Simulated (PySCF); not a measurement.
Compound: C₃H₃FO (charge +1 and doublet state).
Z-matrix (Å and degrees, GFN2-xTB geometry), rows numbered from 1:
```
C 
C   1  1.3236
F   2  1.3087  1  126.19
C   2  1.5214  1  120.56  3  -179.98
O   4  1.1666  2  128.73  1    -0.17
H   1  1.0920  2  118.51  3     0.15
H   1  1.0796  2  124.17  3  -179.95
H   4  1.1245  2  106.87  1   179.86
```

The hyperfine couplings belong to this conformer and change with its torsions.

The species is `[CH2+][C](F)C=O` [radical] (charge +1).

Theory: PySCF, UKS B3LYP, pcH-1 on C F H O, non-relativistic, mean-field spin-orbit, GIAO. The structure is a single GFN2-xTB conformer in the gas phase; no vibrational or solvent corrections. GFN2-xTB frequencies show an imaginary mode (163i cm⁻¹), so this geometry is no minimum at that level. Couplings are sensitive to structure, and on GFN2-xTB geometries they can be far from those on DFT ones, by a factor of two or more for some ions and for spin on atoms past the first row. Stability of the SCF solution: not tested.

Task: The isotropic 13C couplings are +35.2, -16.4, +6.5 MHz. Assign them to C1; C2; C4.

Result: 
| site | a_iso (MHz) | ρ(0) (bohr⁻³) | position | distance from C1 (Å) | spin population | largest \|T\| (MHz) |
| --- | --- | --- | --- | --- | --- | --- |
| C1 | +35.2 | +0.0313 | largest spin population | 0.00 | +0.58 | 95.5 |
| C2 | +6.5 | +0.0057 | 1 bond from C1 | 1.32 | +0.30 | 57.3 |
| C4 | -16.4 | -0.0146 | 2 bonds from C1 | 2.47 | -0.08 | 10.1 |

Task: Match the computed a_iso(1H) values -42.0, -38.2, 0.0 MHz with the sites H6; H7; H8.

Result: 
```csv
site,a_iso (MHz),ρ(0) (bohr⁻³),position,distance from C1 (Å),bound to,spin population there,largest |T| (MHz)
H6,-38.2,-0.0085,1 bond from C1,1.09,C1,+0.58,27.0
H7,-42.0,-0.0094,1 bond from C1,1.08,C1,+0.58,27.4
H8,0.0,0.0000,3 bonds from C1,3.36,C4,-0.08,4.7
```

ρ(0) is the spin density at the nucleus and T the dipolar tensor. The largest Mulliken spin populations are on C1 (+0.58), C2 (+0.30), O5 (+0.13) and F3 (+0.12). The positive populations add up to 1.13 and the negative ones to -0.13, together 2S = 1. The angles at C1 add up to 360.0°, so it is planar.

The spin density at the nucleus, in bohr⁻³, is negative for C4 (-0.0146), H7 (-0.0094) and H6 (-0.0085), for instance. A restricted open-shell determinant has no negative spin density anywhere; here it arises because α and β orbitals differ (spin polarisation).

H6 and H7 aren't averaged: C1 is flat or nearly so (angle sum 360°), and its turn about the short C1–C2 bond (1.32 Å) is taken as slow.

The SMILES `[CH2+][C](F)C=O` draws the unpaired electron on C2, whose computed spin population is only +0.30.

On an Arm Neoverse V1 with one thread, shared host, this took 17 s (with the writing of density and orbital grids) and 0.62 GiB of memory at its peak.
